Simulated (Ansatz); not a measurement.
Dissociation curve of SMILES ClB(Cl)Cl (BCl3). The B1–Cl4 bond (B1 also carries Cl, Cl; Cl4 carries nothing else) is pulled apart rigidly from the PBE0/def2-TZVP optimised geometry.

- RKS-PBE = restricted PBE/cc-pVTZ (Ansatz, a program for electronic structure)
- UKS-PBE = Ansatz with unrestricted PBE/cc-pVTZ
- UKS-PBE0 = unrestricted PBE0/cc-pVTZ run with Ansatz
- UCCSD(T) = Ansatz with CCSD(T) on UHF/cc-pVTZ, frozen core

Energies relative to the lowest point of each curve near equilibrium, in kcal/mol; the last columns give the difference from UCCSD(T):

| R / Å | RKS-PBE | UKS-PBE | UKS-PBE0 | UCCSD(T) | RKS-PBE − UCCSD(T) | UKS-PBE − UCCSD(T) | UKS-PBE0 − UCCSD(T) |
|---|---|---|---|---|---|---|---|
| 1.40 | 61.1 | 61.1 | 59.4 | 62.8 | -1.8 | -1.8 | -3.4 |
| 1.49 | 28.4 | 28.4 | 27.0 | 29.1 | -0.7 | -0.7 | -2.1 |
| 1.57 | 11.8 | 11.8 | 10.8 | 12.0 | -0.1 | -0.1 | -1.2 |
| 1.63 | 4.8 | 4.8 | 4.1 | 4.7 | 0.0 | 0.0 | -0.7 |
| 1.67 | 2.0 | 2.0 | 1.5 | 1.9 | 0.1 | 0.1 | -0.4 |
| 1.74 | 0.0 | 0.0 | 0.0 | 0.0 | 0.0 | 0.0 | 0.0 |
| 1.80 | 0.5 | 0.5 | 0.9 | 0.7 | -0.2 | -0.2 | 0.3 |
| 1.84 | 1.6 | 1.6 | 2.4 | 2.0 | -0.4 | -0.4 | 0.4 |
| 1.92 | 5.4 | 5.4 | 6.8 | 6.2 | -0.8 | -0.8 | 0.6 |
| 2.00 | 10.5 | 10.5 | 12.6 | 11.9 | -1.4 | -1.4 | 0.7 |
| 2.14 | 21.2 | 21.2 | 24.5 | 23.7 | -2.5 | -2.5 | 0.8 |
| 2.36 | 39.2 | 39.2 | 44.4 | 43.6 | -4.4 | -4.4 | 0.8 |
| 2.61 | 58.2 | 58.2 | 65.5 | 65.5 | -7.3 | -7.3 | 0.0 |
| 2.86 | 74.2 | 74.2 | 83.5 | 84.9 | -10.6 | -10.6 | -1.4 |
| 3.09 | 86.2 | 86.2 | 95.4 | 98.8 | -12.6 | -12.6 | -3.5 |
| 3.44 | 99.9 | 98.3 | 105.7 | 110.5 | -10.6 | -12.2 | -4.8 |
| 3.82 | 110.0 | 105.0 | 111.5 | 114.7 | -4.7 | -9.7 | -3.2 |
| 4.24 | 117.0 | 108.9 | 114.8 | 116.1 | 0.9 | -7.2 | -1.4 |
| 4.69 | 121.6 | 111.2 | 116.5 | 116.6 | 5.0 | -5.5 | -0.2 |
| 5.30 | 125.1 | 112.7 | 117.4 | 116.8 | 8.2 | -4.2 | 0.6 |
| 6.10 | 127.2 | 113.6 | 117.8 | 117.0 | 10.3 | -3.4 | 0.8 |

RKS-PBE is furthest from UCCSD(T) at 3.09 (-12.6 kcal/mol, below); its mean absolute difference over the points is 3.9 kcal/mol.

UKS-PBE is furthest from UCCSD(T) at 3.09 (-12.6 kcal/mol, below); its mean absolute difference over the points is 4.0 kcal/mol.

UKS-PBE0 is furthest from UCCSD(T) at 3.44 (-4.8 kcal/mol, below); its mean absolute difference over the points is 1.3 kcal/mol.

The restricted form behind RKS-PBE keeps the bonding electrons paired and can't separate into open-shell fragments. The unrestricted determinant behind UKS-PBE is spin-contaminated at 3.44 to 6.10 Å (<S²> up to 0.8, against 0.00 for a pure singlet). The unrestricted determinant behind UKS-PBE0 is spin-contaminated at 3.09 to 6.10 Å (<S²> up to 1.0, against 0.00 for a pure singlet). The unrestricted determinant behind UCCSD(T) is spin-contaminated at 2.61 to 6.10 Å (<S²> up to 1.0, against 0.00 for a pure singlet).
